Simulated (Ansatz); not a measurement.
Series nitrenes, diatomics and small unsaturated species, computed as singlets and as triplets. Isolated molecules, 0 K electronic values unless said otherwise. One relaxed conformer stands for each flexible species; it need not be the lowest. Strings in code marks are SMILES.

Quantity: adiabatic spin-state energy, in kcal/mol. The DFT solution of `[CH+]` is unstable or spin-contaminated; the geometry comes from it. HF references are unrestricted for open shells and restricted for singlets. The restricted reference of `[CH+]` is unstable towards unrestricted orbitals.

Case: `[CH+]`: multiplicity 3 minus multiplicity 1. The other species in the difference include `[CH+]` (charge +1, multiplicity 1). Geometry of `[CH+]` (charge +1, multiplicity 3, Å):

```xyz
2

C      0.5712     0.0000     0.0000
H     -0.5712     0.0000     0.0000
```

Question: What adiabatic spin-state energy does composite: frozen-core CCSD(T) with HF/cc-pVQZ and the correlation energy extrapolated as X^-3 from cc-pVTZ and cc-pVQZ, plus full CI minus CCSD(T) in cc-pVDZ // B3LYP-D3(BJ)/def2-TZVP (Ansatz, a quantum-chemistry and plane-wave program) give?

Answer: 28.1 kcal/mol.
